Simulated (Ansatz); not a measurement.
A nudged elastic band was laid between two geometries of ClH3Si + H4Si (10 atoms, charge 0, multiplicity 1).

Method: RKS PBE0-D4/6-31G* in Ansatz 0.2.0.

* movable images: 7
* climbing image: yes
* spring: 5.0 eV/Å²
* optimiser: quadratic models (default)
* start path: through a guess of the saddle point
* force threshold: 0.03 eV/Å
* iteration limit: 60
* end points: relaxed

First end point:

```xyz
10
Properties=species:S:1:pos:R:3
Si 0.663 -0.029 -0.104
Cl 1.385 0.075 1.827
H 1.808 0.111 -1.038
H -0.307 1.074 -0.312
H -0.004 -1.340 -0.297
Si -3.185 0.022 1.326
H -3.157 -0.855 0.123
H -4.306 -0.384 2.214
H -3.367 1.436 0.899
H -1.896 -0.111 2.057
```

Last end point:

```xyz
10
Properties=species:S:1:pos:R:3
Si -0.473 0.066 -0.503
Cl 0.504 -0.611 3.351
H 0.484 1.038 0.093
H -0.648 0.381 -1.949
H 0.078 -1.311 -0.372
Si -2.545 0.208 0.573
H -3.534 -0.730 -0.029
H -2.414 -0.161 2.019
H -3.092 1.592 0.520
H -0.726 -0.473 2.992
```

What changes between the two ends?

Bonds broken: Si1–Cl2, Si6–H10. Bonds formed: Si1–Si6, Cl2–H10. ClH3Si + H4Si becomes ClH + H6Si2.

Give the energies along the band, and the barrier.

The run converged. The highest image is number 4 of 0 to 8, 2.58 eV above the first end and 1.74 eV above the last; the last end lies 0.85 eV above the first. Neighbouring images differ by up to 2.0 eV, so the band resolves the path poorly. A vibrational analysis at the climbing image gives one clearly imaginary mode, 847i cm⁻¹: a first-order saddle point. The orbitals stay closed-shell, which can raise the energy where a bond breaks towards radicals; this wasn't checked here.

```json
{"image": "0", "path coordinate (Å)": "0.00", "energy (eV)": "0.00", "Si1–Cl2 (Å)": "2.06", "Si6–H10 (Å)": "1.49", "Si1–Si6 (Å)": "4.11"}
{"image": "1", "path coordinate (Å)": "1.62", "energy (eV)": "0.00", "Si1–Cl2 (Å)": "2.06", "Si6–H10 (Å)": "1.49", "Si1–Si6 (Å)": "4.15"}
{"image": "2", "path coordinate (Å)": "3.23", "energy (eV)": "0.01", "Si1–Cl2 (Å)": "2.06", "Si6–H10 (Å)": "1.49", "Si1–Si6 (Å)": "4.30"}
{"image": "3", "path coordinate (Å)": "4.85", "energy (eV)": "0.60", "Si1–Cl2 (Å)": "2.09", "Si6–H10 (Å)": "1.47", "Si1–Si6 (Å)": "3.44"}
{"image": "4", "path coordinate (Å)": "6.47", "energy (eV)": "2.58", "Si1–Cl2 (Å)": "2.63", "Si6–H10 (Å)": "1.73", "Si1–Si6 (Å)": "2.57"}
{"image": "5", "path coordinate (Å)": "7.09", "energy (eV)": "1.67", "Si1–Cl2 (Å)": "2.95", "Si6–H10 (Å)": "2.14", "Si1–Si6 (Å)": "2.41"}
{"image": "6", "path coordinate (Å)": "7.72", "energy (eV)": "1.08", "Si1–Cl2 (Å)": "3.37", "Si6–H10 (Å)": "2.48", "Si1–Si6 (Å)": "2.35"}
{"image": "7", "path coordinate (Å)": "8.35", "energy (eV)": "0.88", "Si1–Cl2 (Å)": "3.71", "Si6–H10 (Å)": "2.81", "Si1–Si6 (Å)": "2.34"}
{"image": "8", "path coordinate (Å)": "8.98", "energy (eV)": "0.85", "Si1–Cl2 (Å)": "4.03", "Si6–H10 (Å)": "3.10", "Si1–Si6 (Å)": "2.34"}
```

What is the geometry of the highest image?


```xyz
10
Properties=species:S:1:pos:R:3:forces:R:3
Si -0.202 -0.039 0.009 -0.01 0.00 0.00
Cl 0.432 -0.905 2.406 0.00 0.00 0.00
H 0.762 1.039 0.294 0.01 0.01 0.00
H -1.067 0.496 -1.106 0.00 0.00 0.00
H 0.200 -1.386 -0.434 0.00 0.00 0.00
Si -2.563 0.208 0.992 0.02 0.00 0.00
H -3.217 -0.662 -0.015 0.00 0.00 0.00
H -3.032 -0.100 2.365 0.00 0.00 0.00
H -2.686 1.653 0.685 0.00 0.00 0.00
H -0.992 -0.304 1.499 -0.01 0.00 0.00
```

Run time: 4.8 min on 1 thread of Intel(R) Xeon(R) 6975P-C (Granite Rapids) (shared host), peak memory 0.16 GiB.
